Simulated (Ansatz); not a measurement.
## [H···H···S], triplet: transfer scan

Starting geometry:

```yaml
atoms:
  - { symbol: H, position_ang: [0.0000, 0.0000, -1.1560] }
  - { symbol: H, position_ang: [0.0000, 0.0000, -0.4110] }
  - { symbol: S, position_ang: [0.0000, 0.0000, 1.5670] }
```

From there H2 is moved from one fragment to the other while all else, the fragments' distance too, stays fixed; atoms are numbered as listed. Energies are in eV, counted from the starting geometry at the same level.

Basis 6-31G; Ansatz 0.2.0. Correlated methods freeze the noble-gas cores. Prefix R: restricted or restricted open-shell reference; prefix U: unrestricted.

Full CI is exact within this basis and frozen core; it isn't the basis-set limit. The frozen core follows each run's orbitals, which can shift R against U totals by a few meV.

```tsv
distance H1-H2 (Å)	full CI	unpaired electrons (full CI)	error UHF	error UMP2	error UCCSD(T)	error RCCSDT	error RCCSDT(Q)	error RCCSDTQ
0.693	0.014	2.01	-0.036	-0.017	0.000	0.000	0.000	0.000
0.745	0.000	2.01	0.000	0.000	0.000	0.000	0.000	0.000
0.830	0.166	2.01	0.060	0.032	0.001	0.000	0.000	0.000
0.916	0.457	2.02	0.117	0.072	0.001	0.000	0.000	0.000
1.001	0.766	2.02	0.154	0.113	0.003	0.001	0.000	0.000
1.087	1.019	2.03	0.161	0.126	0.004	0.001	0.000	0.000
1.172	1.171	2.03	0.139	0.094	0.004	0.002	0.000	0.000
1.258	1.243	2.02	0.095	0.037	0.003	0.001	0.000	0.000
1.343	1.308	2.01	0.035	-0.013	0.002	0.001	0.000	0.000
```

Unpaired electrons are Σ n²(2−n)² over natural occupations. Errors are those of relative energies. In total energy the starting point itself misses full CI by: UHF 1.367, UMP2 0.365, UCCSD(T) 0.002, RCCSDT 0.000, RCCSDT(Q) 0.000, RCCSDTQ 0.000 eV.

Spread of the error over the points with a reference, to 1.343 Å (largest less smallest): RCCSDTQ 0.000, RCCSDT(Q) 0.000, RCCSDT 0.002, UCCSD(T) 0.004, UMP2 0.142, UHF 0.196 eV.
